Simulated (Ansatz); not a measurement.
Cartesian coordinates in Å:
```
N 0.8804 1.2507 -0.0456
C 0.1253 0.2291 0.0413
N -0.7992 0.1325 1.0650
N 0.1049 -0.8787 -0.7930
H 1.4228 1.2423 -0.9035
H -0.6716 0.8622 1.7486
H -0.8849 -0.7843 1.4757
H -0.8073 -1.2815 -0.9436
H 0.6297 -0.7723 -1.6449
```

The species carries charge 0 and has multiplicity 1.

(1) List the CAM-B3LYP/def2-TZVPP orbital energies in eV (Ansatz 0.2.0). (Best estimate.)

Results:

(1) Ansatz gave: Occupied: -391.93, -391.63, -390.08, -281.39, -28.90, -26.03, -25.10, -18.48, -16.83, -16.34, -14.42, -13.95, -12.83, -9.47, -9.02, -8.18. Lowest empty: 1.45, 2.32, 2.85, 3.29, 3.75, 4.27, 5.59, 7.30.
